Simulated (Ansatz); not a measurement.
Reaction: C2H3BO2 (SMILES C#CB(O)O) → H2BO2 (SMILES O[B]O, doublet) + C2H (SMILES [C]#C, doublet) (the B-C bond breaks)
Each species at its own B3LYP-D3(BJ)/def2-TZVP minimum (Ansatz, an electronic-structure program), one conformer.

Quantity: bond dissociation energy (electronic), in kJ/mol. UHF or UKS for unpaired electrons; spin-orbit terms are left out. CBS(X,Y): correlation extrapolated as X^-3, Hartree-Fock from the larger set. A bracket is a step between two methods taken in the basis named. The functionals are non-relativistic, so their misses hold any scalar relativity. 'core' is core correlation in cc-pwCVTZ, 'X2C' scalar relativity in cc-pVTZ-DK, both at CCSD(T). The UHF reference of C2H ([C]#C, doublet) is spin-contaminated (<S^2> up to 0.36 over the pure value in the sets run).

CCSD(T)/CBS(cc-pVTZ,cc-pVQZ) + [CCSDT(Q) - CCSD(T)]/cc-pVDZ + core + X2C (Ansatz) gives 639.0 kJ/mol.

What does PBE/def2-TZVPD (Ansatz) give here, and how do the other levels compare?

PBE gives 624.9 kJ/mol, 14.1 kJ/mol below it. Differences of the others: r2SCAN/def2-TZVPD (Ansatz) -26.1; PBE0/def2-TZVPD (Ansatz) -11.2; wB97M-V/def2-TZVPD (Ansatz) 17.1; CCSD(T)/CBS(cc-pVTZ,cc-pVQZ) + core + X2C (Ansatz) 3.2 kJ/mol.
